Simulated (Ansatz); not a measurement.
A made-up structure of AlBH3O, doublet:

```
atom    x (Å)    y (Å)    z (Å)
  B1  -0.6463   0.2137  -0.6688
  O2  -0.0875  -0.1400   0.2034
 Al3   0.5152  -0.6418   1.3669
  H4  -0.6513  -0.5901  -1.6016
  H5  -1.1370   1.3334  -0.5131
  H6   2.0069  -0.1752   1.2131
```

It is relaxed with PBE-D4/def2-SVP and then PBE0-D4/def2-TZVP (Ansatz 0.2.0). Atoms count as bonded within 1.22 times the sum of their covalent radii (H–H: 0.88 Å). The end point is not checked to be a true minimum.

Does its bonding change? (A judgement: the text doesn't fix the answer.)

Computed: Yes. Formed: none; broken: B1–Al3.

Where it ends: The first stage lowers the energy by 5.39 eV in 7 steps. It ends as AlBH₃O ([BH2][O][AlH]):
```
atom    x (Å)    y (Å)    z (Å)
  B1  -0.8022   0.2614  -0.8225
  O2  -0.0573  -0.1347   0.2118
 Al3   0.7831  -0.6891   1.5706
  H4  -0.9069  -0.4523  -1.7866
  H5  -1.3588   1.3283  -0.7794
  H6   2.3421  -0.3135   1.6061
```

Labels in which every atom is bracketed show which atoms are joined, not bond orders.

For scale, one of the runs: PBE0-D4/def2-TZVP relaxation, 117 basis functions, launched by `ansatz run in.yaml --threads 2 --pin off --events-out ev --progress --plain --max-ram 4352MiB`. The run took about 19 s on 2 CPU threads of an Arm Neoverse V1 (shared host).
